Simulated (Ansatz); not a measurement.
System: BiOCl (P4/nmm, No. 129). Method: LDA (Ansatz, a program for electronic structure, PAW).

Run with plane-wave cutoff 520 eV, 10×10×6 k mesh (along the axes of the cell as run), Fermi–Dirac smearing 0.01 eV, scalar-relativistic PAW data made under PBE.

Cell (measured lattice):

```xyz
6
Lattice="3.8855 0.0000 0.0000 0.0000 3.8855 0.0000 0.0000 0.0000 7.3489" Properties=species:S:1:pos:R:3 pbc="T T T"
Bi     1.9428     0.0000     2.4181
Bi     0.0000     1.9428     4.9308
Cl     0.0000     1.9428     1.0818
Cl     1.9428     0.0000     6.2671
O      0.0000     0.0000     3.6745
O      1.9428     1.9428     3.6745
```

### Question
What does this level give for the band gap, smallest direct gap on the k points sampled and Γ–Γ gap?

### Answer

* **band gap**: 2.49 eV
* **smallest direct gap on the k points sampled**: 2.85 eV
* **Γ–Γ gap**: 3.79 eV

Note: cell and atoms aren't relaxed at this level (largest force component 0.12 eV/Å, pressure -3.1 GPa).

Spin–orbit coupling is not included; with these elements it can move the gap by several tenths of an eV or more.

The computed numbers hold no vibrational or temperature effects.

Cost on a shared machine: roughly 50 core-seconds.
